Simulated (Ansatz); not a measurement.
We consider B20 (FeSi-type) FeSi, described by r²SCAN (Ansatz, a quantum-chemistry and plane-wave program, plane waves, PAW).

Settings: plane-wave cutoff 560 eV, 8×8×8 k mesh, Fermi–Dirac smearing 0.01 eV, no spin polarisation, scalar-relativistic PAW data made under PBE.

A third-order Birch–Murnaghan fit to the energies gives V0 = 10.669 Å³/atom, B0 = 244 GPa, B′ = 4.8.

```csv
V (Å³/atom),P (GPa)
10.243,10.95
10.456,(withheld)
10.670,-0.01
10.883,-4.61
11.097,(withheld)
```

Task: Estimate the withheld pressures from this fit; the answers are the runs' own values.

Result: 
- 10.456, P (GPa): 5.16
- 11.097, P (GPa): -8.70

The formula P = (3/2) B0 (x^(7/3) − x^(5/3)) [1 + (3/4)(B′ − 4)(x^(2/3) − 1)] with x = V0/V meets the computed pressures within 0.04 GPa when these rounded values are put in.

Shape and atoms are relaxed at each volume.

Measured, for comparison: bulk modulus 178 GPa (room temperature, not corrected to a static lattice, our sources range from 169 to 185; as tabulated in Study of the compressibility of FeSi, MnSi, and CoS2 (JETP Letters), abstract); equilibrium volume per atom 11.26 Å³/atom (temperature not stated, not corrected to a static lattice; as tabulated in Wikipedia's data pages). Computed (rounded) less measured: bulk modulus +37 % (+32 % to +44 % over the range), equilibrium volume per atom -5.2 %.

Note: the bulk modulus comes from volumes at which shape and atoms were relaxed.

Computed values are for the static lattice.

The result took very roughly 17 core-minutes.
